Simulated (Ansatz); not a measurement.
Strength of the C–H bond: C3H5 → C3H4 + H

Species: C3H5 `C=[C]C`, doublet; C3H4 (propyne) `C#CC`, singlet; H atom, doublet. 

Shapes, held fixed at every level: PBE0-D4/def2-TZVP. Programs: Ansatz 0.2.0. The zero-point and thermal change to 298 K, harmonic and unscaled (PBE0-D4/def2-TZVP), is -20.4 kJ/mol.

```json
{"level": "HF/def2-SVP", "kind": "Hartree–Fock", "ΔH(298 K) (kJ/mol)": "+163.3", "CPU time (sum over the molecules)": "–"}
{"level": "SPW92/def2-TZVPP", "kind": "LDA", "ΔH(298 K) (kJ/mol)": "+181.6", "CPU time (sum over the molecules)": "3.5 s"}
{"level": "PBE-D4/def2-TZVPP", "kind": "GGA", "ΔH(298 K) (kJ/mol)": "+164.1", "CPU time (sum over the molecules)": "7.6 s"}
{"level": "r2SCAN-D4/def2-TZVPP", "kind": "meta-GGA", "ΔH(298 K) (kJ/mol)": "+181.7", "CPU time (sum over the molecules)": "13 s"}
{"level": "BHLYP-D4/def2-TZVPP", "kind": "global hybrid", "ΔH(298 K) (kJ/mol)": "+175.6", "CPU time (sum over the molecules)": "8.4 s"}
{"level": "PBE0-D4/def2-TZVPP", "kind": "global hybrid", "ΔH(298 K) (kJ/mol)": "+171.5", "CPU time (sum over the molecules)": "7.7 s"}
{"level": "B2PLYP/def2-TZVPP", "kind": "double hybrid", "ΔH(298 K) (kJ/mol)": "+151.3", "CPU time (sum over the molecules)": "12 s"}
```

B2PLYP/def2-TZVPP gives ΔH(298 K) = +151.3 kJ/mol; the levels span +151.3 to +181.7. A fragment pairs its electrons up again, so this isn't a typical strength of such a bond. The median of the levels is +171.5. No measured value is set beside it here. Spin contamination: C3H5 (⟨S²⟩ up to 0.91). Open shells run unrestricted unless RO is named. Times are processor times on shared x86 and Arm servers, and rough.
